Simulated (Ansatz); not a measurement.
# SiHF₂+ (triplet): from Hartree-Fock to the top rungs, def2-TZVPP

One table from this session's results is given with a row withheld; the runs are named, their logs left out.

The runs use Ansatz 0.2.0, Gaussian basis; def2-TZVPP, core rule «outside noble gas», up to 7 orbitals frozen.

The runs, in order: UHF; ROHF; CCSD(T) on UHF.

2 further runs of the same task are left out: 2 set aside as unsound or not needed.

## The geometry

The geometry is a PBE0/def2-TZVP stationary point (not a proven minimum) of the parent state, kept for this charge and spin.

4 atoms, charge 1, spin multiplicity 3.

Atoms are counted from 1 here; the program's logs count them from 0.

Bond lengths: Si1–F2 1.592 Å, Si1–F3 1.592 Å, Si1–H4 1.493 Å. Angles: F2–Si1–F3 107.3°, F2–Si1–H4 107.6°, F3–Si1–H4 107.6°.

The first run:

Contents of in.yaml:

```yaml
crystal:
  periodic: [false, false, false]
  atoms:
    - {symbol: Si, position_ang: [-0.130217, -0.507043, 0.000000]}
    - {symbol: F, position_ang: [0.070738, 0.415258, -1.281724]}
    - {symbol: F, position_ang: [0.070738, 0.415259, 1.281724]}
    - {symbol: H, position_ang: [0.961743, -1.525831, 0.000001]}
basis:
  gaussian: {orbitals: def2-TZVPP}
total_charge: 1
magnetization: {spin_polarized: true, initial_magnetization: 2}
hamiltonian: {xc: hf}
output: {orbitals: {seedname: orbitals}}
```

Launch:

```sh
$ ansatz run in.yaml --threads 1 --pin off --events-out ev --progress --plain --max-ram 2816MiB --backend cpu
```

Steps of the session up to this table: UHF; ROHF; CCSD(T) on UHF.

One of the session's tables, all rows but one given; the rest of the session is left out.

| method | from UCCSD(T) (kcal/mol) |
| --- | --- |
| ROHF | +378.72 |
| UHF | ? |
| UMP2 | +15.46 |
| UCCSD | +12.78 |
| UCCSD(T) | 0 |

**Question.** Estimate the row for UHF.

As computed: from UCCSD(T) (kcal/mol): +377.29. In the column «from UCCSD(T) (kcal/mol)» it lies between UMP2 (+15.46) and ROHF (+378.72).
